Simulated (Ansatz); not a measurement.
`BNC` + Cl• → `B[N]C`• + HCl  (hydrogen abstraction from the N–H bond)

Gas-phase electronic energies from Ansatz, PBE0-D4/def2-TZVP geometries. CBS: MP2 limit from def2 TZ/QZ plus the TZ coupled-cluster correction, frozen cores. This one scheme is used for every species, atoms too. Functionals use def2-TZVPP. No spin–orbit coupling; open shells (•) take unrestricted orbitals. Spin–orbit coupling would lower the free atoms: a little for Cl.

Problem. Is it downhill or uphill in electronic energy at CCSD(T)/CBS, and by how much? (Best estimate.)

Solution. The calculation gave: Uphill: ΔE = +37.8 kJ/mol.

Problem. What do these levels give: B97M-V, PBE0-D4, revPBE, BLYP, BHLYP, LC-ωPBE, SCS-MP2/def2-TZVPP, CCSD/def2-TZVPP, CCSD(T)/def2-TZVPP, HF/def2-QZVPP, MP2/CBS(def2), CCSD/CBS(def2)? (Best estimate.)

Solution. Computed: B97M-V 7.3, PBE0-D4 18.5, revPBE 0.8, BLYP 5.0, BHLYP 36.8, LC-ωPBE 33.0, SCS-MP2/def2-TZVPP 61.9, CCSD/def2-TZVPP 45.7, CCSD(T)/def2-TZVPP 41.9, HF/def2-QZVPP 53.9, MP2/CBS(def2) 52.8, CCSD/CBS(def2) 41.6 kJ/mol.

Largest T1 diagnostic among the species: 0.024.

From BLYP to BHLYP (50 % exact exchange), in def2-TZVPP and without D4, ΔE moves by +31.8 kJ/mol. Leaving LDA and LC-ωPBE aside and taking each functional with its dispersion term where it has one, the values, not all of them listed here, spread over 37.5 kJ/mol, from PBE-D4 to BHLYP-D4. LDA lies −12.2 kJ/mol from PBE without D4.
